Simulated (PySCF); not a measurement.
Gas-phase reaction: H3SiSiCl3 → SiHCl2 + Cl + SiH2

Method: PySCF energies plus ideal-gas RRHO corrections (1 bar). † marks an energy on the PBE0/def2-TZVP geometry and frequencies; other levels use their own. MP2 freezes the core. 6-31G* has spherical d functions here. Open shells (unrestricted): SiHCl2 (multiplicity 2), Cl (multiplicity 2, electronic degeneracy 6); the rest are closed-shell singlets. Spin-orbit splitting is ignored; it lowers the true energy and changes the entropy of Cl. B3LYP is the form with VWN-RPA correlation. H3SiSiCl3, SiHCl2: computed as isolated molecules; such fragments, hydroxides, amides, oligomers or adducts are transient or little studied in the gas. MP2 isn't extrapolated to the basis-set limit; its ΔH°(298 K) is 670.8 kJ in def2-SVP and 712.8 kJ in def2-TZVPP. The harmonic model lacks anharmonicity and excited electronic states, which grow with temperature; levels with a mode under 35 cm⁻¹ are left out. Internal rotation in H3SiSiCl3 is treated as a harmonic vibration of one conformer, which makes the entropy rough.

| level | ΔE electronic, kJ | ΔH°(298 K), kJ | ΔS°(298 K), J/K | ΔG°(1200 K), kJ |
|---|---|---|---|---|
| B3LYP/6-31G* | 650 | 634 | 298 | 285 |
| B3LYP/def2-TZVP† | 659 | 643 | 296 | 297 |
| BLYP/def2-TZVP† | 638 | 622 | 296 | 276 |
| M06-2X/def2-TZVP† | 696 | 681 | 296 | 334 |
| MP2/def2-TZVPP† | 728 | 713 | 296 | 367 |
| PBE0/def2-SVP† | 702 | 686 | 296 | 340 |
| PBE0/def2-TZVP | 705 | 689 | 296 | 343 |
| LDA/def2-TZVP† | 796 | 780 | 296 | 434 |
| ωB97M-V/def2-TZVP† | 710 | 694 | 296 | 348 |
| ωB97X-V/def2-TZVP† | 722 | 707 | 296 | 361 |
ΔH° is lowest at BLYP/def2-TZVP† and highest at LDA/def2-TZVP†. No reference value is set beside these.
